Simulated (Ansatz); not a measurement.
A trace of molecular dynamics of C2HO2 (5 atoms, charge 0, multiplicity 2).

The calculation used Ansatz 0.2.0, UKS BLYP-D4/def2-SVP.

| Quantity | Value |
| --- | --- |
| ensemble | NVT, Langevin thermostat |
| set temperature | 2000 K |
| friction | 0.001 /fs |
| seed | 101034 |

| time (fs) | T (K) | potential energy less start (eV) |
| --- | --- | --- |
| 0.0 | 1600 | 0.000 |
| 9.0 | 853 | 0.763 |
| 18.0 | 1748 | 2.032 |
| 27.0 | 761992 | 29.143 |
| 36.0 | 3199707 | 9.385 |
| 45.0 | 3143086 | 10.155 |
| 54.0 | 3076131 | 9.380 |
| 63.0 | 3016697 | 9.407 |
| 72.0 | 2958988 | 10.028 |
| 81.0 | 2899904 | 9.518 |
| 90.0 | 2847980 | 10.179 |
| 99.0 | 2803806 | 9.884 |
| 108.0 | 2750686 | 10.078 |
| 117.0 | 2714659 | 9.515 |
| 126.0 | 2666435 | 9.559 |
| 135.0 | 2613073 | 10.126 |
| 144.0 | 2562100 | 9.601 |
| 153.0 | 2518277 | 9.677 |
| 162.0 | 2471858 | 9.655 |
| 171.0 | 2425588 | 9.758 |
| 180.0 | 2387710 | 9.843 |
| 189.0 | 2346806 | 9.771 |
| 198.0 | 2301830 | 10.219 |
| 207.0 | 2257762 | 9.612 |
| 216.0 | 2209994 | 9.712 |
| 225.0 | 2169733 | 9.981 |
| 234.0 | 2133355 | 9.785 |
| 243.0 | 2092466 | 9.951 |
| 252.0 | 2057622 | 9.550 |

Problem. Is this trajectory sound?

Solution. The temperature shot up to 3.2e+06 K, far beyond the bath's, so the integration failed: the time step of 3 fs is too long for the fastest motions that this run met, and the later frames carry no physical meaning.

Time of the run: 15 min on 1 thread of Arm Neoverse V2, with other jobs on the host, peak memory 0.12 GiB.
